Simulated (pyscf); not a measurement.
PySCF, gas phase, ωB97X-D3(BJ)/def2-SVP geometries.

Problem. For the elementary gas-phase step `[O]=[Zr]([Cl])[Cl]` + `[FH]` → `[O]=[Zr]([F])[Cl]` + `[ClH]` (singlet surface; Cl–Zr, F–H broken, F–Zr, Cl–H formed), what barrier and reaction energy does ωB97M-D3(BJ)/def2-TZVP give, measured from the separated reactants?

Solution. ΔE‡ = -0.67 eV, ΔE = -0.09 eV. Zero-point energy shifts the barrier by -0.02 eV. It is a four-centre exchange, with an imaginary mode of 366i cm⁻¹. On the reactant side the descent ends in an adduct with a F–Zr contact, 0.97 eV under the separated species and 0.26 eV under the saddle at ωB97X-D3(BJ)/def2-TZVP. On the product side the descent ends in an adduct with a Cl–Zr contact, 0.89 eV under the separated species and 0.10 eV under the saddle at ωB97X-D3(BJ)/def2-TZVP. At ωB97M-D3(BJ) the saddle lies under the separated reactants, which points to a path from their complex (located at ωB97X-D3(BJ) alone). At ωB97M-D3(BJ) the saddle lies under the separated products, which points to a path from their complex (located at ωB97X-D3(BJ) alone). What is counted as formed (F–Zr) is already present as a longer contact in the reactant adduct; forming that adduct is a step of its own. What is counted as broken (Cl–Zr) persists as a longer contact in the product adduct; parting that adduct is a step of its own. One saddle was located; it need not be the lowest between these sides. Elements past Kr carry the def2 core potentials, without spin-orbit coupling.
